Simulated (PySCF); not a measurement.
# Functional benchmark on one molecule

Molecule: SMILES C(Cl)C1CC1, C4H7Cl.

Structure with atom numbers: `[Cl:1][CH2:2][CH:3]1[CH2:4][CH2:5]1`. Each H is labelled by its parent atom. Ha(C4), Ha(C5) are cis to C2 on the ring; Hb(C4), Hb(C5) are trans to C2 on the ring.

Geometry PBE0-D3(BJ)/def2-SVP throughout; GIAO in PySCF, gas phase, one conformer, non-relativistic; equivalent atoms averaged; basis pcSseg-2.

Reference values (measured; solution, not stated per compound (mostly CDCl3 or CCl4); Pretsch, Buehlmann, Badertscher, Structure Determination of Organic Compounds, 4th ed. (2009)): δ(C3) = 13.6 ppm, δ(C4/C5) = 5.5 ppm. Computed shifts are taken against TMS, calculated as an isolated molecule at each level.

**Question.** How do the functionals HF, LDA, PBE, BLYP, BP86, OPBE, KT2, KT3, B97-D, B3LYP, PBE0, mPW1PW91, WP04, B97-2, BHandHLYP, CAM-B3LYP, wB97X-D, LC-wPBE perform against the reference? Times are CPU seconds on shared hosts with different chips, so compare them loosely; the GGAs took longer than the global hybrids here, which isn't the general rule, and the cause wasn't traced.

**Answer.** 
| functional | kind | C3 | C4/C5 | mean abs. error C | core-s |
| --- | --- | --- | --- | --- | --- |
| HF | Hartree–Fock | 11.9 | 4.4 | 1.4 | 19 |
| LDA | LDA | 19.9 | 9.0 | 4.9 | 39 |
| PBE | GGA | 19.1 | 8.9 | 4.5 | 46 |
| BLYP | GGA | 19.7 | 8.9 | 4.8 | 46 |
| BP86 | GGA | 19.2 | 9.1 | 4.6 | 46 |
| OPBE | GGA | 17.7 | 9.4 | 4.0 | 48 |
| KT2 | GGA | 17.9 | 7.5 | 3.1 | 43 |
| KT3 | GGA | 17.5 | 8.0 | 3.2 | 48 |
| B97-D | GGA | 18.7 | 8.8 | 4.2 | 48 |
| B3LYP | global hybrid | 18.1 | 8.0 | 3.5 | 32 |
| PBE0 | global hybrid | 17.1 | 7.9 | 3.0 | 32 |
| mPW1PW91 | global hybrid | 17.2 | 8.1 | 3.1 | 32 |
| WP04 | global hybrid | 18.8 | 9.5 | 4.6 | 31 |
| B97-2 | global hybrid | 17.1 | 8.1 | 3.1 | 30 |
| BHandHLYP | global hybrid | 15.8 | 6.6 | 1.7 | 30 |
| CAM-B3LYP | range-separated hybrid | 17.2 | 7.4 | 2.8 | 41 |
| wB97X-D | range-separated hybrid | 17.2 | 8.1 | 3.1 | 41 |
| LC-wPBE | range-separated hybrid | 16.2 | 7.9 | 2.5 | 53 |

For 13C the closest is HF (1.4 ppm, with BHandHLYP practically level) and the furthest LDA (4.9 ppm). One molecule is a small sample, and vibrational and solvent effects are absent from the calculation.
